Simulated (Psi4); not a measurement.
Psi4 input (wB97X-D/6-31G*):

```
memory 1500 MB

molecule {
1 2
C     0.01220741   -0.07367186   -1.09843497
Cl   -0.00676974    0.02757824    0.64005061
H    -0.00895604    1.00453448   -1.40635815
H     0.96129142   -0.49472735   -1.43294956
H    -0.91049423   -0.53660614   -1.45094277
symmetry c1
no_reorient
no_com
}

set {
  basis 6-31G*
  reference uks
  scf_type pk
  dft_radial_points 99
  dft_spherical_points 590
  e_convergence 1e-8
  d_convergence 1e-7
  maxiter 150
}

e = energy('wb97x-d')
print_out(f'\nFINAL {e:.10f} DIPOLE {variable("CURRENT DIPOLE")[0]:.6f} {variable("CURRENT DIPOLE")[1]:.6f} {variable("CURRENT DIPOLE")[2]:.6f}\n')
```

### Question
What final total energy does it give?

### Answer
-499.66221 Eh.
